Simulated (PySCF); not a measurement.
**quartet OH: levels of theory compared**

Aim: a comparison of 6 runs (U-wB97M-V/aug-cc-pVTZ, UB3LYP/aug-cc-pVTZ, UCAM-B3LYP/aug-cc-pVTZ, UM06-2X/aug-cc-pVTZ, UPBE0/aug-cc-pVTZ, USCS-MP2/aug-cc-pVTZ) of quartet OH. The job is set up through a Python script.

The calculation is run with PySCF 2.14.0.

2 further runs of the same task are left out: 1 that didn't finish, 1 set aside as unsound or not needed.

## Step 1: The molecule

The species is OH (2 atoms), meant as a quartet with charge 0. As SMILES of the parent species, `[OH]`. The coordinates come from a PBE0-D4/def2-TZVP relaxation. That shape belongs to the parent species and isn't relaxed for this state.

Bond lengths: O1–H2 0.973 Å.

## Step 2: A single-point energy at U-wB97M-V/aug-cc-pVTZ (run 1)

Input file run.py:

```python
from pyscf import gto, dft

mol = gto.M(
    atom='''
O      0.785899    -0.251617     0.405441
H     -0.785899     0.251617    -0.405441
''',
    verbose=4,
    spin=3,
    basis='aug-cc-pvtz',
    unit='bohr',
    max_memory=1860,
)

calc0 = dft.UKS(mol, xc='wb97m-v')
calc0.nlcgrids.level = 1
calc0.grids.level = 5
calc0.conv_tol = 1e-10
calc0.kernel()
if not calc0.converged:
    calc0 = calc0.newton().run(calc0.mo_coeff, calc0.mo_occ)

energy = calc0.e_tot
print('Final energy', energy)
```

Run with:

```bash
$ OMP_NUM_THREADS=1 python run.py
```

What it wrote:

```text
PySCF version 2.14.0

[INPUT] num. atoms = 2
[INPUT] num. electrons = 9
[INPUT] charge = 0
[INPUT] spin (= nelec alpha-beta = 2S) = 3
[INPUT] symmetry False subgroup None
[INPUT] Mole.unit = bohr
[INPUT] Symbol           X                Y                Z      unit          X                Y                Z       unit  Magmom
[INPUT]  1 O      0.415879840885  -0.133149982280   0.214550137573 AA    0.785899000000  -0.251617000000   0.405441000000 Bohr   0.0
[INPUT]  2 H     -0.415879840885   0.133149982280  -0.214550137573 AA   -0.785899000000   0.251617000000  -0.405441000000 Bohr   0.0

nuclear repulsion = 4.35057495881175
number of shells = 22
number of NR pGTOs = 83
number of NR cGTOs = 69
basis = aug-cc-pvtz
ecp = {}

[... 44 lines left out ...]
[... the frontier-level lines of each cycle are left out ...]
[... 5 lines left out ...]
[... 5 lines left out ...]
[... 5 lines left out ...]
[... 5 lines left out ...]
[... 5 lines left out ...]
[... 5 lines left out ...]
[... 5 lines left out ...]

cycle= 8 E= -75.4652805297206  delta_E= -8.29e-08  |g|= 5.37e-05  |ddm|= 0.0017


cycle= 9 E= -75.4652805380721  delta_E= -8.35e-09  |g|= 1.32e-05  |ddm|= 0.000272


cycle= 10 E= -75.4652805384583  delta_E= -3.86e-10  |g|= 2.12e-06  |ddm|= 8.72e-05


cycle= 11 E= -75.4652805384676  delta_E= -9.25e-12  |g|= 2.92e-07  |ddm|= 1.87e-05


Extra cycle  E= -75.4652805384677  delta_E= -1.14e-13  |g|= 1.26e-07  |ddm|= 2.01e-06
converged SCF energy = -75.4652805384677  <S^2> = 3.7532009  2S+1 = 4.0016001
Final energy -75.46528053846767
```

It took 24 s on 1 thread of Arm Neoverse N1, shared host; peak memory 0.36 GiB.

## Step 3: The energy at UB3LYP/aug-cc-pVTZ (run 2)

Input file geometry.xyz:

```xyz
2

O      0.415880    -0.133150     0.214550
H     -0.415880     0.133150    -0.214550
```

Input file calc.py:

```python
from pyscf import gto, dft

system = gto.M(
    atom='geometry.xyz',
    spin=3,
    max_memory=1860,
    verbose=3,
    basis='aug-cc-pvtz',
)

mf = dft.UKS(system)
mf.xc = 'b3lyp'
mf.grids.level = 5
mf.conv_tol = 1e-10
mf.kernel()
if not mf.converged:
    mf = mf.newton().run(mf.mo_coeff, mf.mo_occ)

e_tot = mf.e_tot
print(f'total energy: {e_tot:.8f} hartree')
```

Run with:

```bash
$ OMP_NUM_THREADS=1 python calc.py
```

What it wrote:

```text
WARN: HOMO -0.023514001695867 >= LUMO -0.391426256368972

WARN: HOMO -0.171720994874279 >= LUMO -0.54090932431449

WARN: HOMO -0.13253506522658 >= LUMO -0.391273375178552

WARN: HOMO -0.12103387800258 >= LUMO -0.359936240779493

WARN: HOMO -0.122647532494257 >= LUMO -0.360270679176865

WARN: HOMO -0.122440929264414 >= LUMO -0.360704218312814

WARN: HOMO -0.122443020204452 >= LUMO -0.36071186970225

WARN: HOMO -0.122446192797787 >= LUMO -0.360714592432804

WARN: HOMO -0.122446076632347 >= LUMO -0.360714933518427

WARN: HOMO -0.122446477838704 >= LUMO -0.360715539537165

converged SCF energy = -75.4900410029793  <S^2> = 3.7529682  2S+1 = 4.0014838
total energy: -75.49004100 hartree
```

Wall time 7.2 s (1 thread of Arm Neoverse N1, shared host); peak memory 0.32 GiB.

Runs 3 to 5 aren't shown in full; the table further down has their settings and results.

## Step 4: A single-point energy at USCS-MP2/aug-cc-pVTZ (run 6)

Input file input.py:

```python
from pyscf import gto, scf, mp

molecule = gto.Mole()
molecule.atom = 'O 0.415880 -0.133150 0.214550; H -0.415880 0.133150 -0.214550'
molecule.verbose = 4
molecule.max_memory = 1860
molecule.charge = 0
molecule.basis = 'aug-cc-pvtz'
molecule.spin = 3
molecule.build()

mf = scf.UHF(molecule)
mf.conv_tol = 1e-10
mf.kernel()
if not mf.converged:
    mf = mf.newton().run(mf.mo_coeff, mf.mo_occ)

pt = mp.MP2(mf, frozen=1).run()
e_tot = mf.e_tot + 1.2 * pt.e_corr_os + pt.e_corr_ss / 3
print('E(%s) = %.9f' % ('SCS-MP2', e_tot))
```

Run with:

```bash
$ OMP_NUM_THREADS=1 python input.py
```

What it wrote:

```text
PySCF version 2.14.0

[INPUT] num. atoms = 2
[INPUT] num. electrons = 9
[INPUT] charge = 0
[INPUT] spin (= nelec alpha-beta = 2S) = 3
[INPUT] symmetry False subgroup None
[INPUT] Mole.unit = angstrom
[INPUT] Symbol           X                Y                Z      unit          X                Y                Z       unit  Magmom
[INPUT]  1 O      0.415880000000  -0.133150000000   0.214550000000 AA    0.785899300684  -0.251617033486   0.405440740025 Bohr   0.0
[INPUT]  2 H     -0.415880000000   0.133150000000  -0.214550000000 AA   -0.785899300684   0.251617033486  -0.405440740025 Bohr   0.0

nuclear repulsion = 4.35057424174363
number of shells = 22
number of NR pGTOs = 83
number of NR cGTOs = 69
basis = aug-cc-pvtz
ecp = {}

[... 20 lines left out ...]
WARN: HOMO 0.0268148598980176 >= LUMO -0.432767957857191
[... 5 lines left out ...]
WARN: HOMO -0.183125651028559 >= LUMO -0.334582233393552
[... 46 lines left out ...]
converged SCF energy = -75.1950681556351  <S^2> = 3.7595568  2S+1 = 4.0047755
[... 1 line left out ...]
******** <class 'pyscf.mp.ump2.UMP2'> ********
nocc = (np.int64(5), np.int64(2)), nmo = (68, 68)
frozen orbitals 1
E(UMP2) = -75.3488425588992  E_corr = -0.153774403264117
E(SCS-UMP2) = -75.3454188262616  E_corr = -0.150350670626473
E_corr(same-spin) = -0.0394368614890012
E_corr(oppo-spin) = -0.114337541775116
E(SCS-MP2) = -75.345418826
```

Wall time 2.1 s (1 thread of Arm Neoverse N1, shared host); peak memory 0.14 GiB.

## Step 5: Overview of the runs

| run | level | nlc grid | integration grid | energy (Eh) | dipole moment (D) of the reference | HOMO energy (eV) | ⟨S²⟩ | wall time |
| --- | --- | --- | --- | --- | --- | --- | --- | --- |
| 1 | U-wB97M-V/aug-cc-pVTZ | 1 | 5 | -75.465281 | 2.90 | -5.11 | 3.753 | 24 s |
| 2 | UB3LYP/aug-cc-pVTZ | – | 5 | -75.490041 | 2.76 | -3.33 | 3.753 | 7.2 s |
| 3 | UCAM-B3LYP/aug-cc-pVTZ | – | 5 | -75.463085 | 2.88 | -4.49 | 3.753 | 9.6 s |
| 4 | UM06-2X/aug-cc-pVTZ | – | 5 | -75.450322 | 3.14 | -4.07 | 3.754 | 18 s |
| 5 | UPBE0/aug-cc-pVTZ | – | 5 | -75.413214 | 2.92 | -3.48 | 3.753 | 6.9 s |
| 6 | USCS-MP2/aug-cc-pVTZ | – | – | -75.345419 | 3.34 | -5.36 | 3.760 | 2.1 s |

## Step 6: Outcome

```
                                                         quantity         value
                                              run 6: total energy  -75.34542 Eh
                      run 6: dipole moment (Hartree–Fock density)        3.34 D
run 6: HOMO energy (Hartree–Fock orbitals) (highest over α and β)      -5.36 eV
 run 6: LUMO energy (Hartree–Fock orbitals) (lowest over α and β)      -1.89 eV
                run 6: correlation energy (1 core orbital frozen)    -150.4 mEh
                         run 6: ⟨S²⟩ of the reference determinant         3.760
```

Over runs 1, 2, 3, 4, 5 the dipole moment (its size) runs from 2.76 D (UB3LYP/aug-cc-pVTZ) to 3.14 D (UM06-2X/aug-cc-pVTZ). Totals of different functionals can't be ranked against each other. All runs together took 68 s, the longest 24 s.
